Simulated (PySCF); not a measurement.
SiH5N

The system: SiH5N, a small molecule; neutral, singlet. The structure, one conformer, was relaxed in the gas phase by PBE0-D3(BJ)/def2-SVP. No frequency run checks that it is a minimum.

SMILES: N[SiH3]

```xyz
7

Si   -0.657   -0.038   -0.014
N     1.065    0.096   -0.158
H    -1.185   -0.534    1.303
H    -1.241    1.319   -0.238
H    -1.139   -0.987   -1.063
H     1.544    0.830    0.351
H     1.627   -0.748   -0.172
```
Atoms count from 1 in this order.

Shieldings: GIAO PBE0/pcSseg-2. Shifts are against computed references at the same level: H TMS (σ 31.24 ppm), Si TMS (σ 341.3 ppm). Core levels by delta-SCF with SCAN, pcX-2 on the ionised atom and pcseg-1 elsewhere, spin-free X2C (2p3/2 is the spin-free 2p value less a third of a first-order spin-orbit splitting); from the vacuum level, for chosen atoms.

**Question.** Give the shieldings and core levels atom by atom.

**Answer.** 
```
   atoms   bonded to  σ (ppm)  δ (ppm)  core level (eV)
     Si1   1 N + 3 H    395.9    -54.6     2p3/2 107.06
      N2  1 Si + 2 H    262.8        -        1s 404.87
H3 H4 H5        1 Si    26.49     4.75                -
   H6 H7         1 N    31.38    -0.13                -
```

Values are those of this one static structure, with the three H of a rotating XH3 group averaged; atoms that internal rotation interchanges would show their mean in an NMR spectrum.

**Question.** By CAM-B3LYP/def2-SVPD (TDDFT singlets, Tamm-Dancoff triplets, ionisation by delta-SCF), where does absorption start, and what does vertical ionisation take?

**Answer.** The lowest singlet lies at 6.29 eV (f 0.018), the strongest of the first 6 at 8.32 eV (f 0.046), the lowest triplet at 5.91 eV; vertical ionisation takes 10.00 eV.
